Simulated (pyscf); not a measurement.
Routes from HO–BH–OH + hydrogen (H₂)

Candidate steps break at most two bonds and form at most two. Each was searched with GFN2-xTB (tblite) first. Optimised with ωB97X-D3(BJ)/def2-SVP in PySCF. Energies: ωB97M-D3(BJ)/def2-TZVP, kJ/mol, from the separated reactants, singlet surface; ΔG‡ with ideal gas, 1 atm, RRHO with modes under 100 cm⁻¹ raised to 100, one conformer, R ln 2 for chiral ones without a mode under 150 cm⁻¹.

```tsv
products	type	ΔE‡	ΔE	ΔG‡ 298 K	ΔG‡ 900 K	ν‡ (cm⁻¹)
HO–BH–OH + H₂	four-centre exchange (B–H, H–H broken, B–H, H–H formed)	209.7	0.0	252.5	330.5	1281i
H₂B–OH + H₂O	four-centre exchange	214.9	+124.9	252.7	326.3	1442i
HO–BH–OH + H₂	four-centre exchange (H–O, H–H broken, H–O, H–H formed)	304.8	0.0	327.0	393.3	2721i
```

Plain bond fissions and candidates not yet searched are not listed, and one of them may be faster. Each barrier is that of the saddle found; lower ones may exist.
